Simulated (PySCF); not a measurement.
Species: C3H9OP.
Numbering: `[CH3:1][P:2]([CH3:3])([CH3:4])=[O:5]` (hydrogens: H6, H7, H8 on C1; H9, H10, H11 on C3; H12, H13, H14 on C4)

Computed, not measured: core-valence-separated Tamm–Dancoff BHandHLYP/aug-pcX-1 (pcseg-1 on H, def2-SVPD on P) in PySCF, non-relativistic, gas phase, PBE0-D3(BJ)/def2-SVP geometry.

Computed oxygen K-edge spectrum, Gaussian lines of 0.6 eV full width, highest printed point 100; it ends one width below the last computed root. No empirical shift is added; at this level the pattern usually sits a few eV under experiment.

(photon energy (eV), absorption): (530.6, 1), (530.7, 2), (530.8, 5), (530.9, 11), (531.0, 20), (531.1, 31), (531.2, 42), (531.3, 48), (531.4, 48), (531.5, 42), (531.6, 32), (531.7, 24), (531.8, 23), (531.9, 30), (532.0, 47), (532.1, 69), (532.2, 89), (532.3, 100), (532.4, 98), (532.5, 84), (532.6, 64), (532.7, 44), (532.8, 29), (532.9, 21)

Problem. Where are the maxima, and which lines make them up?

Solution. 2 maxima:
- 531.3 eV: O5 (phosphoryl oxygen), 531.35 eV, f = 0.020, 100 % of the height at the exact maximum
- 532.3 eV: O5 (phosphoryl oxygen), 532.30 eV, f = 0.033, sum of 2, 78 % of the height at the exact maximum; O5 (phosphoryl oxygen), 532.48 eV, f = 0.010, 21 % of the height at the exact maximum

Roots within 0.03 eV on the same or equivalent atoms count as one line; shares under 12 % aren't listed.

Vibrational structure and lifetime widths aren't in the curve. The ionisation threshold wasn't computed; near and above it a finite basis only mimics Rydberg series and continuum.

On an Arm Neoverse V1 with one thread (shared host), this took 14 s and 0.88 GiB of memory at its peak.
